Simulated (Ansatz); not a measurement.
One stationary structure of BAs. Space group F-43m (No. 216), zinc blende type. Method: PBEsol (plane waves to 420 eV, PAW, scalar-relativistic; Ansatz, a program for electronic structure).

```cif
data_AsB
_chemical_formula_sum 'As1 B1'
_space_group_name_H-M_alt 'P 1'
_space_group_IT_number 1
_cell_length_a 3.37129
_cell_length_b 3.37129
_cell_length_c 3.37129
_cell_angle_alpha 60.000
_cell_angle_beta 60.000
_cell_angle_gamma 60.000
loop_
_space_group_symop_operation_xyz
  'x, y, z'
loop_
_atom_site_label
_atom_site_type_symbol
_atom_site_fract_x
_atom_site_fract_y
_atom_site_fract_z
_atom_site_occupancy
As1 As 0.75000 0.75000 0.75000 1
B1 B 0.00000 0.00000 0.00000 1
```

Give the band gap at the level PBEsol.

1.08 eV, indirect (valence top at Γ, conduction bottom at 82 % of the way from Γ to X) (no spin-orbit coupling).

Estimate the smallest direct gap that PBEsol returns for this input.

3.25 eV at Γ.

No spin polarisation in the result.

Measured for BAs: a 4.777 Å (room temperature; as listed in M J Lucero, T M Henderson, G E Scuseria, Journal of Physics Condensed Matter (2012)); gap 1.82 eV (room temperature; as listed in Joon Sang Kang et al., Applied Physics Letters (2019)). Computed minus measured — a: PBEsol -0.2 %; gap: PBEsol -0.74 eV. The computed values are for a static lattice, and a measured gap can be an optical one, lowered by exciton binding.

The run could not lose the symmetry of its start; a randomly shaken copy of 2 atoms returns to this structure.

All atoms sit on sites fixed by symmetry, so only the cell could relax.
